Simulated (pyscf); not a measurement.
Single points on ωB97X-D3(BJ)/def2-SVP structures (PySCF, gas phase).

Q: Estimate the classical barrier height and the reaction energy of •O–Si(OH)(OH)–OH (SMILES [O][Si](O)(O)O) + H₂O (SMILES O) -> HO–Si(OH)(OH)–OH (SMILES O[Si](O)(O)O) + OH• (SMILES [OH]) at ωB97M-D3(BJ)/def2-TZVP. The step runs on the doublet surface, breaks H–O and forms H–O; take the separated reactants as zero.

A: ΔE‡ = 0.21 eV, ΔE = -0.16 eV. Zero-point energy shifts the barrier by -0.06 eV. It is a hydrogen abstraction, with an imaginary mode of 1698i cm⁻¹. On the reactant side the descent ends in a complex, 0.32 eV under the separated species and 0.52 eV under the saddle at ωB97X-D3(BJ)/def2-TZVP. On the product side the descent ends in a complex (not fully relaxed), 0.30 eV under the separated species and 0.66 eV under the saddle at ωB97X-D3(BJ)/def2-TZVP. This is the saddle that the search found; another between the same sides may lie lower. The angle at the transferred H is 141°. Left out: the spin-orbit lowering of OH.
